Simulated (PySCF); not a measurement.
## Spin-rotation constants: H₆N₂Si

Cartesian coordinates in Å; atom numbers follow the order of the lines, from 1:
```xyz
9

N    -1.6058   -0.2232   -0.2033
Si    0.1231   -0.6142   -0.1573
N     1.2853    0.8512   -0.4398
H    -2.0501   -0.2038   -1.1854
H    -1.6576    1.1388    0.3562
H     0.3687   -1.0647   -1.6110
H     0.2938   -1.0653    1.0794
H     2.1916    0.4619   -0.8875
H     1.7114    1.0931    1.0022
```

Theory: GIAO KT3/aug-pcSseg-1 magnetisability, rotational g tensor and spin-rotation constants, non-relativistic, gas phase in PySCF 2.14.0. Geometry: GFN2-xTB, normal-mode sample at 1000 K.

The bonding changed while the geometry was optimised; results refer to the coordinates, not to the name.

Question: Give the nuclear spin-rotation constants along the inertial axes (H = +C I·J) beside the isotropic shieldings.

Answer: Rotational constants 19.0583, 5.6986, 5.0383 GHz. A star marks the isotopologue with that one atom substituted, in its own axes.
| atom | isotope | Caa (kHz) | Cbb (kHz) | Ccc (kHz) | mean (kHz) | σ (ppm) |
| --- | --- | --- | --- | --- | --- | --- |
| N1 | 14N | 2.322 | 0.372 | 0.636 | 1.110 | 89.1 |
| N3 | 14N | 2.856 | 0.656 | 0.477 | 1.330 | 54.2 |
| H4 | 1H | -1.252 | -0.511 | 0.128 | -0.545 | 25.5 |
| H5 | 1H | -1.107 | -0.036 | -0.255 | -0.466 | 23.5 |
| H6 | 1H | -1.391 | -0.394 | 0.274 | -0.504 | 24.6 |
| H7 | 1H | -2.223 | -0.380 | 0.282 | -0.774 | 26.8 |
| H8 | 1H | 0.323 | -0.318 | -0.429 | -0.141 | 25.4 |
| H9 | 1H | -1.003 | -0.306 | -0.034 | -0.447 | 23.9 |
| Si2 | 29Si* | -12.159 | -2.916 | -3.598 | -6.224 | 360.5 |

For the geometry as given, no vibrational averaging.
